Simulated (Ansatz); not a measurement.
# BFH₂O (SMILES OBF): one structure at several levels

One table from this session's results is given with a row withheld; the runs are named, their logs left out.

Method: single points in def2-TZVPP; program: Ansatz 0.2.0, Gaussian basis.

Cores are frozen in the correlated methods.

## Where the work starts

5 atoms, charge 0, spin multiplicity 1.

Atoms are counted from 1 here; the program's logs count them from 0.

Bond lengths: O1–B2 1.216 Å, O1–H4 0.830 Å, B2–F3 1.428 Å, B2–H5 1.413 Å. Angles: B2–O1–H4 111.3°, O1–B2–F3 117.8°, O1–B2–H5 128.8°, F3–B2–H5 112.4°.

Coordinates:

```xyz
5
charge 0, multiplicity 1
O    -0.9815    0.2193    0.0799
B     0.1981   -0.0208    0.2529
F     1.0015   -0.2803   -0.8983
H    -1.2110    0.0568   -0.7015
H     0.9710    0.1330    1.4255
```

The first run:

The input, run/in.yaml:

```yaml
crystal:
  periodic: [false, false, false]
  atoms:
    - {symbol: O, position_ang: [-0.981500, 0.219300, 0.079900]}
    - {symbol: B, position_ang: [0.198100, -0.020800, 0.252900]}
    - {symbol: F, position_ang: [1.001500, -0.280300, -0.898300]}
    - {symbol: H, position_ang: [-1.211000, 0.056800, -0.701500]}
    - {symbol: H, position_ang: [0.971000, 0.133000, 1.425500]}
basis:
  gaussian: {orbitals: def2-TZVPP}
correlation: {method: ccsd_t}
output: {forces: true}
```

No record of the launch command was kept for these runs.

Among the steps run: CCSD(T)/def2-TZVPP; PBE0-D4/def2-TZVPP; wB97M-V/def2-TZVPP; r2SCAN-D4/def2-TZVPP; PBE-D4/def2-TZVPP; LC-wPBE/def2-TZVPP; r2SCANh-D4/def2-TZVPP.

One of the session's tables, all rows but one given; the rest of the session is left out.

| method | RMS force component (eV/Å) | angle to CCSD(T) forces (°) | dipole (D) |
| --- | --- | --- | --- |
| CCSD(T) | 5.137 | reference | 1.67 |
| PBE0-D4 | 5.022 | 2.0 | 1.69 |
| wB97M-V | ? | ? | ? |
| r2SCAN-D4 | 5.040 | 1.7 | 1.72 |
| PBE-D4 | 5.165 | 3.0 | 1.71 |
| LC-wPBE | 5.083 | 1.9 | 1.69 |
| r2SCANh-D4 | 5.001 | 1.8 | 1.72 |

Q: Estimate the row for wB97M-V from the others.

The run gave: RMS force component (eV/Å): 5.060; angle to CCSD(T) forces (°): 1.6; dipole (D): 1.73. In the column «RMS force component (eV/Å)» it lies between r2SCAN-D4 (5.040) and LC-wPBE (5.083).
